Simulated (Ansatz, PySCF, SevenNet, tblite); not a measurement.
**Cohesive energy of zinc-blende GaP: levels of theory against measurement**

Reference value: 3.61 eV/atom (measured, static lattice: zero-point vibration energy added, our sources range from 3.61 to 3.69; as tabulated in Mejia-Rodriguez and Trickey (2018), arXiv:1807.09216).

What do GFN2-xTB, SevenNet-0, LDA, PBE, PBE-D3(BJ), r²SCAN, r²SCAN-D4, r²SCAN+rVV10, r²SCAN0, Hartree–Fock, MP2, CCSD(T) give, and how far is each from the reference?


```tsv
level (code)	value (eV/atom)	cell (Å³/atom)	error (eV/atom)
GFN2-xTB (tblite)	4.45	22.99	+0.84
SevenNet-0	3.38	20.88	-0.23
LDA (Ansatz)	4.34	19.59	+0.73
PBE (PySCF)	3.44 ± 0.04	20.95	-0.17
PBE-D3(BJ) (Ansatz)	3.80	20.19	+0.19
r²SCAN (Ansatz)	3.64	20.25	+0.03
r²SCAN-D4 (Ansatz)	3.79	20.01	+0.18
r²SCAN+rVV10 (Ansatz)	3.80	20.08	+0.19
r²SCAN0 (Ansatz)	3.57	20.05	-0.04
Hartree–Fock (PySCF)	2.10 ± 0.1	21.30	-1.51
MP2 (PySCF)	3.95 ± 0.2	20.71	+0.34
CCSD(T) (PySCF)	3.73 ± 0.2	21.02	+0.12
```

Leaving aside GFN2-xTB (doubt noted below), SevenNet-0 (doubt noted below): Once the reference is moved by up to 0.08 eV/atom (a margin picked here for doubts on the reference and the settings) and values within 0.03 eV/atom count as equal, the nearest can be r²SCAN (+0.03 eV/atom), r²SCAN0 (-0.04 eV/atom) or CCSD(T) (+0.12 eV/atom). Farthest off among them: Hartree–Fock (-1.51 eV/atom). Within 0.5 eV/atom: PBE, PBE-D3(BJ), r²SCAN, r²SCAN-D4, r²SCAN+rVV10, r²SCAN0, MP2, CCSD(T).

Free atoms are spin-polarised, in the lowest state found; at levels without +SOC their spin–orbit coupling is left out.  A ± on a computed value is a rough bar: the spread of its extrapolation, a floor set from checks against published values, or a statistical error. GFN2-xTB: the free atoms are run in the same model without spin. GFN2-xTB: the method was fitted mainly to molecules. GFN2-xTB: the run uses a supercell at the zone centre in place of a k mesh. SevenNet-0: free atoms can lie outside what these potentials were trained on. Each level is taken at its own relaxed cell. Cutoffs and k meshes differ between the levels. Ansatz's density-functional and Hartree–Fock values are scalar-relativistic unless marked +SOC, with PAW data made under PBE.

Machine-learned potentials (SevenNet-0) are trained on DFT data: a solid inside that data is no test of them.

Differences are worked out from the printed values.

Ansatz is an electronic-structure program.
